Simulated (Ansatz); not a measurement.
Molecule: sulfur monoxide, SO (charge 0, triplet). SMILES: O=S
Geometry: optimised at B3LYP-D3(BJ)/def2-TZVP (Ansatz, a quantum-chemistry and plane-wave program).

Atomisation energy built up term by term with Ansatz (kcal/mol; UHF references for open shells; valence terms freeze the core; atomic spin-orbit terms are left out). CBS(X,Y): correlation extrapolated as X^-3; Hartree-Fock from the larger set (for Q and 5 zeta extrapolated as (X+1)exp(-9√X)).

```csv
term,basis,kcal/mol
Hartree-Fock,"CBS(cc-pV(Q+d)Z,cc-pV(5+d)Z)",55.59
CCSD correlation,"CBS(cc-pV(Q+d)Z,cc-pV(5+d)Z)",62.11
(T),"CBS(cc-pV(Q+d)Z,cc-pV(5+d)Z)",7.79
CCSDT - CCSD(T),cc-pV(D+d)Z,0.12
(Q),cc-pV(D+d)Z,0.81
core correlation,cc-pwCVTZ,0.55
scalar relativity (X2C),cc-pVTZ-DK against cc-pVTZ,-0.31
sum: De,,126.6
```

(T) makes 6.2 % of the CCSD(T) atomisation energy.
